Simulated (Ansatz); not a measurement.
Isomers

Structures of C2H5O (charge -1), closed shell, relaxed at PBE0-D4/def2-TZVPD (vibrations not checked; lower isomers may exist, and structures with a doubtful reference or unclear bonds are left out). Ansatz 0.2.0; basis: def2-TZVPPD; cores frozen in the correlated methods. B3LYP uses VWN-RPA correlation.

Task: Rank them by CCSD(T) energy, lowest first, and give each one's height above the lowest. Links in brackets join atoms within 1.22 times the sum of their covalent radii (1.1 for two metals). (Judge from chemistry; the value comes from the calculation.)
A.
C₂H₅O ([CH2][CH2][OH]), total charge -1
```
8
angstrom
C -0.6622 -0.0766 -0.6964
C 0.4330 0.2745 0.2230
O 0.5498 -0.6825 1.3484
H -0.3636 -0.3968 -1.6975
H -1.5041 0.6193 -0.7258
H 0.3046 1.2590 0.7036
H 1.4282 0.2692 -0.2529
H -0.1857 -1.2661 1.0977
```
B.
C₂H₅O ([CH3][CH2][O]), total charge -1
```
8
angstrom
C -0.7118 -0.0720 -0.5699
C 0.4947 0.2458 0.3462
O 0.9429 -0.7909 1.0395
H -0.4337 -0.8569 -1.2839
H -1.0547 0.8150 -1.1288
H 0.1496 1.1280 0.9765
H 1.2607 0.7236 -0.3464
H -1.5424 -0.4537 0.0363
```
C.
C₂H₅O ([CH3][CH][OH]), total charge -1
```
8
angstrom
C -0.3016 0.7400 -0.3400
C 0.0803 -0.7221 -0.2591
O 0.7338 -0.9191 1.0664
H -0.9705 0.8937 -1.1995
H 0.5666 1.3975 -0.4937
H -0.8296 1.1407 0.5652
H -0.8731 -1.2781 -0.1686
H 1.5941 -1.2525 0.8292
```

Result: The calculation gives: B (0.000 eV), A (0.959 eV), C (1.538 eV). Heights count from the lowest.

Task: Do PBE-D4, r2SCAN-D4, PBE0-D4, B3LYP-D4, wB97M-V, HF, MP2 give the same order? (Judge from chemistry; the calculation decides.)

Result: The calculation gives: All do.

The T1 diagnostic stays at or below 0.018. The highest PBE0 orbital of the anion lies well above zero, so the extra electron may be unbound in the gas phase.

For scale, one of the runs: CCSD(T)/def2-TZVPPD, 199 basis functions, launched by `ansatz run in.yaml --threads 2 --pin off --events-out ev --progress --plain --max-ram 4352MiB`. Hardware: 2 CPU threads of an Arm Neoverse V2, shared host. Wall time 64 s; peak host memory 2.5 GiB.
